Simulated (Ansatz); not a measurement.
Tetramethylsilane (`C[Si](C)(C)C`). The species carries charge 0 and has multiplicity 1. The structure was optimised at the PBE0-D4/def2-TZVP level.

```xyz
17

C     0.018    0.926   -1.631
Si    0.000    0.000    0.000
C    -1.764   -0.464    0.436
C     0.709    1.095    1.348
C     1.037   -1.556   -0.152
H    -0.391    0.312   -2.438
H     1.036    1.209   -1.913
H    -0.578    1.840   -1.573
H    -1.808   -1.004    1.386
H    -2.205   -1.106   -0.332
H    -2.395    0.424    0.529
H     0.713    0.581    2.313
H     0.124    2.012    1.461
H     1.740    1.383    1.121
H     2.073   -1.317   -0.406
H     1.045   -2.118    0.786
H     0.646   -2.216   -0.932
```

Q: What is the dipole moment at ωB97M-V/def2-TZVPP? (Estimate.)

A: Ansatz gave: 0.00 D, zero by symmetry or nearly so.

Q: Give the Mulliken charges with ωB97M-V, r2SCAN, PBE in def2-TZVPP. (Estimate.)

A: The calculation gave: 
```csv
atom,ωB97M-V,r2SCAN,PBE
C1,-0.45,-0.32,-0.38
Si2,0.48,0.50,0.39
C3,-0.45,-0.32,-0.38
C4,-0.45,-0.32,-0.38
C5,-0.45,-0.32,-0.38
H6,0.11,0.06,0.09
H7,0.11,0.06,0.09
H8,0.11,0.06,0.09
H9,0.11,0.06,0.09
H10,0.11,0.06,0.09
H11,0.11,0.06,0.09
H12,0.11,0.06,0.09
H13,0.11,0.06,0.09
H14,0.11,0.06,0.09
H15,0.11,0.06,0.09
H16,0.11,0.06,0.09
H17,0.11,0.06,0.09
```
